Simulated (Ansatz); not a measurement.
`FC[C@@H]1O[C@H]1F`, relaxed with RKS PBE0-D4/def2-TZVP in the Gaussian-basis code of Ansatz from a PBE-D4/def2-SVP geometry. The force threshold is 0.005 eV/Å; the program also tests the step.

The species carries charge 0 and has multiplicity 1.

Start:

```xyz
10

F     1.026   -1.137    1.605
C    -0.057   -0.358    1.236
C     0.285    0.432   -0.005
O    -0.841    1.066   -0.670
C    -0.171    0.050   -1.347
F     0.548    0.438   -2.433
H    -0.944   -1.005    1.047
H    -0.308    0.337    2.069
H     1.198    1.057    0.057
H    -0.736   -0.880   -1.559
```

```json
{"step": "1", "energy (eV)": "-10649.0642", "largest force (eV/Å)": "0.587", "largest move (Å)": "0.000"}
{"step": "2", "energy (eV)": "-10649.1096", "largest force (eV/Å)": "0.241", "largest move (Å)": "0.018"}
{"step": "3", "energy (eV)": "-10649.1148", "largest force (eV/Å)": "0.038", "largest move (Å)": "0.013"}
{"step": "4", "energy (eV)": "-10649.1148", "largest force (eV/Å)": "0.013", "largest move (Å)": "0.002"}
{"step": "5", "energy (eV)": "-10649.1149", "largest force (eV/Å)": "0.004", "largest move (Å)": "0.001"}
```

End:

```xyz
10

F     1.011   -1.127    1.590
C    -0.066   -0.349    1.221
C     0.287    0.431   -0.007
O    -0.827    1.058   -0.665
C    -0.168    0.044   -1.330
F     0.542    0.429   -2.408
H    -0.925   -0.999    1.034
H    -0.303    0.325    2.050
H     1.179    1.050    0.051
H    -0.729   -0.864   -1.536
```

Run time 19 s (4 threads of an Arm Neoverse V1 on a shared host); peak host memory 0.49 GiB.
